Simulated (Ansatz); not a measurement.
# SiH4 (singlet): the correlation ladder at scale of all distances = 1.288, cc-pVDZ

One table from this session's results is given with a row withheld; the runs are named, their logs left out.

The runs use Ansatz 0.2.0, Gaussian basis; cc-pVDZ, core rule «outside noble gas», up to 5 orbitals frozen.

The runs, in order: UHF; CCSD(T) on RHF; BCCD(T) on RHF; CISD; CCSDT(Q) on RHF; CASSCF and MRCISD+Q, 2 electrons in 2 orbitals; CASSCF and NEVPT2, 2 electrons in 2 orbitals; CASSCF and MRCISD+Q, 8 electrons in 8 orbitals; CASSCF and NEVPT4(SD), 8 electrons in 8 orbitals; CASSCF and NEVPT2, 8 electrons in 8 orbitals.

17 further runs of the same task are left out: 1 for a known fault of the program, 12 that didn't finish, 4 set aside as unsound or not needed.

### What is computed

The geometry derives from a PBE0/def2-TZVP stationary point (not a proven minimum). All distances are scaled together.

5 atoms, charge 0, spin multiplicity 1.

Atoms are counted from 1 here; the program's logs count them from 0.

No contacts short enough for the rule that draws bonds.

Coordinates:

```
Si    0.0000    0.0000    0.0000
H     1.1023    1.1061    1.1036
H    -1.1071   -1.1005    1.1044
H    -1.1009    1.1019   -1.1092
H     1.1057   -1.1075   -1.0988
```

Set-up of the first run:

File in.yaml:

```yaml
crystal:
  periodic: [false, false, false]
  atoms:
    - {symbol: Si, position_ang: [0.000000, 0.000000, 0.000000]}
    - {symbol: H, position_ang: [1.102335, 1.106064, 1.103598]}
    - {symbol: H, position_ang: [-1.107102, -1.100498, 1.104390]}
    - {symbol: H, position_ang: [-1.100893, 1.101929, -1.109160]}
    - {symbol: H, position_ang: [1.105659, -1.107494, -1.098827]}
basis:
  gaussian: {orbitals: cc-pVDZ}
magnetization: {spin_polarized: true, initial_magnetization: 0}
hamiltonian: {xc: hf}
output: {orbitals: {seedname: orbitals}}
```

Started as:

```console
$ ansatz run in.yaml --threads 1 --pin off --events-out ev --progress --plain --max-ram 2393MiB
```

Steps of the session up to this table: UHF; CCSD(T) on RHF; BCCD(T) on RHF; CISD; CCSDT(Q) on RHF; CASSCF and MRCISD+Q, 2 electrons in 2 orbitals; CASSCF and NEVPT2, 2 electrons in 2 orbitals; CASSCF and MRCISD+Q, 8 electrons in 8 orbitals; CASSCF and NEVPT4(SD), 8 electrons in 8 orbitals; CASSCF and NEVPT2, 8 electrons in 8 orbitals.

One of the session's tables, all rows but one given; the rest of the session is left out.

```
            method  from RCCSDT(Q) (kcal/mol)
               RHF                    +106.98
              RMP2                     +28.77
              CISD                     +11.60
             RCCSD                      +4.02
          RCCSD(T)                      +1.03
           BCCD(T)                      +0.98
            RCCSDT                      +0.12
         RCCSDT(Q)                          0
       CASSCF pair                     +92.17
       NEVPT2 pair                     +26.38
       MRCISD pair                      +8.61
     MRCISD+Q pair                      -0.13
    CASSCF valence                     +45.50
    NEVPT2 valence                     +14.08
NEVPT4(SD) valence                      +2.25
    MRCISD valence                      +2.10
  MRCISD+Q valence                          ?
```

Estimate the missing values for MRCISD+Q valence.

The run gave: from RCCSDT(Q) (kcal/mol): +0.26. In the column «from RCCSDT(Q) (kcal/mol)» it lies between RCCSDT (+0.12) and BCCD(T) (+0.98).
